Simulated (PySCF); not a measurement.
2-furanthiol, C₄H₄OS.
SMILES with atom numbers: `[SH:1][c:2]1[cH:3][cH:4][cH:5][o:6]1` (hydrogens: H7 on S1; H8 on C3; H9 on C4; H10 on C5)

Method used: core-valence-separated Tamm–Dancoff BHandHLYP/aug-pcX-1 (pcseg-1 on H, def2-SVPD on S) in PySCF, non-relativistic, gas phase, PBE0-D3(BJ)/def2-SVP geometry.

Computed carbon K-edge spectrum, Gaussian lines of 0.3 eV full width, highest printed point 100; it ends one width below the last computed root. BHandHLYP without relativity tends to put these K edges a few eV too low, so spacings mean more than positions.

| photon energy (eV) | absorption |
| --- | --- |
| 283.3 | 1 |
| 283.4 | 8 |
| 283.5 | 30 |
| 283.6 | 66 |
| 283.7 | 92 |
| 283.8 | 100 |
| 283.9 | 87 |
| 284.0 | 51 |
| 284.1 | 19 |
| 284.2 | 13 |
| 284.3 | 35 |
| 284.4 | 71 |
| 284.5 | 78 |
| 284.6 | 47 |
| 284.7 | 15 |
| 284.8 | 3 |
| 284.9 | 7 |
| 285.0 | 29 |
| 285.1 | 69 |
| 285.2 | 87 |
| 285.3 | 60 |
| 285.4 | 22 |
| 285.5 | 5 |
| 285.6 | 4 |
| 285.7 | 12 |
| 285.8 | 28 |
| 285.9 | 38 |
| 286.0 | 33 |
| 286.1 | 23 |
| 286.2 | 16 |
| 286.3 | 13 |
| 286.4 | 11 |
| 286.5 | 7 |
| 286.6 | 3 |
| 286.7 | 2 |
| 286.8 | 5 |
| 286.9 | 17 |
| 287.0 | 45 |
| 287.1 | 75 |
| 287.2 | 73 |
| 287.3 | 42 |
| 287.4 | 17 |
| 287.5 | 12 |

Assign the maxima to core holes.

5 maxima:
- 283.8 eV: C3 (aromatic CH carbon), 283.88 eV, f = 0.058, 1s→π*, 60 % of the height at the exact maximum; C4 (aromatic CH carbon), 283.67 eV, f = 0.052, 1s→π*, 40 % of the height at the exact maximum
- 284.5 eV: C5 (aromatic CH next to a ring oxygen), 284.47 eV, f = 0.062, 1s→π*, 100 % of the height at the exact maximum
- 285.2 eV: C2 (substituted aromatic carbon), 285.19 eV, f = 0.067, 1s→π*, 100 % of the height at the exact maximum
- 285.9 eV: C4 (aromatic CH carbon), 285.95 eV, f = 0.016, 53 % of the height at the exact maximum; C3 (aromatic CH carbon), 285.85 eV, f = 0.014, 43 % of the height at the exact maximum
- 287.1 eV: C2 (substituted aromatic carbon), 287.13 eV, f = 0.037, 61 % of the height at the exact maximum; C5 (aromatic CH next to a ring oxygen), 287.19 eV, f = 0.017, 26 % of the height at the exact maximum

Further lines of some strength in the range: C3, 286.17 eV, f = 0.008; C4, 286.41 eV, f = 0.007.

Roots within 0.03 eV on the same or equivalent atoms count as one line; shares under 12 % aren't listed.

Vibrational structure and lifetime widths aren't in the curve. The ionisation threshold wasn't computed; near and above it a finite basis only mimics Rydberg series and continuum.

Hardware: Arm Neoverse V2, one thread, shared host with 96 logical CPUs at a one-minute load of 68. Cost: 14 s wall, 0.81 GiB resident at most.

Conformer computed: `[SH:1][c:2]1[cH:3][cH:4][cH:5][o:6]1`: H–S1–C2–C3 180°.

One conformer stands for the species.
